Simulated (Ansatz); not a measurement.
Cost and result for the atomization energy of C3H7FS (`CC(C)(F)S`) (12 atoms, 11 bonds).

```xyz
12

C    -1.170    0.546   -0.331
C     0.195    0.365    0.285
C     1.107   -0.528   -0.519
F     0.792    1.615    0.369
S     0.089   -0.169    2.044
H    -1.698   -0.408   -0.379
H    -1.065    0.938   -1.346
H    -1.762    1.242    0.263
H     0.698   -1.538   -0.579
H     2.091   -0.577   -0.055
H     1.205   -0.132   -1.534
H    -0.483   -1.354    1.781
```

The species carries charge 0 and has multiplicity 1. The geometry is a stationary point of PBE0-D4/def2-TZVP. It is one conformer, not always the lowest. Program: Ansatz. All runs use 4 threads of an Arm Neoverse V2 on a shared host. Times are those of one run each, without the atoms' runs, and a repeat can differ threefold. Electronic energies, without spin–orbit coupling; frozen cores. CCSD(T)/CBS adds CCSD(T) − MP2 in def2-TZVPP to the MP2 limit, and its time is that of the two runs behind it. T1 = 0.011. B3LYP takes the VWN-RPA correlation (the form of Gaussian; ORCA's B3LYP/G).

CCSD(T)/CBS is a level of theory with its own doubt, some kJ/mol a heavy atom from the limit and from the frozen cores, so smaller differences don't rank the functionals.

| level | functions | wall time | atomization (kcal/mol) | difference from CCSD(T)/CBS | per bond |
| --- | --- | --- | --- | --- | --- |
| PBE-D4/def2-TZVPP (with forces) | 264 | 3 s | 1100.5 | 23.4 | 2.1 |
| PBE0-D4/def2-TZVPP | 264 | 3.3 s | 1082.5 | 5.4 | 0.5 |
| B3LYP-D4/def2-TZVPP (with forces) | 264 | 4.6 s | 1075.1 | -2.0 | -0.2 |
| r2SCAN-D4/def2-TZVPP (with forces) | 264 | 5.5 s | 1080.6 | 3.5 | 0.3 |
| B2PLYP/def2-TZVPP | 264 | 6 s | 1064.0 | -13.1 | -1.2 |
| ωB97X-V/def2-TZVPP | 264 | 7.5 s | 1079.9 | 2.8 | 0.3 |
| ωB97M-V/def2-TZVPP (with forces) | 264 | 12 s | 1081.5 | 4.4 | 0.4 |
| MP2/def2-QZVPP | 508 | 25 s | 1081.1 | 4.0 | 0.4 |
| CCSD(T)/def2-TZVPP | 264 | 3.2 min | 1051.0 | -26.1 | -2.4 |
| CCSD(T)/CBS(def2) | – | 3.6 min | 1077.1 | 0.0 | 0.0 |

The D4 term adds +9.2 kcal/mol with B3LYP and +4.8 kcal/mol with PBE0; it sums over pairs of atoms, weighted by their polarisabilities, and B3LYP, whose exchange is more repulsive, gets the larger term. From PBE to PBE0 (25 % exact exchange), in def2-TZVPP and without D4, the atomization energy moves by −17.1 kcal/mol: exact exchange takes away binding that semilocal exchange gives to molecules. In def2-TZVPP, CCSD(T) changes the Hartree–Fock value by +260.9 kcal/mol (the triples alone add +15.4 kcal/mol) and MP2 by +275.7 kcal/mol; breaking electron pairs costs correlation energy, which Hartree–Fock lacks.
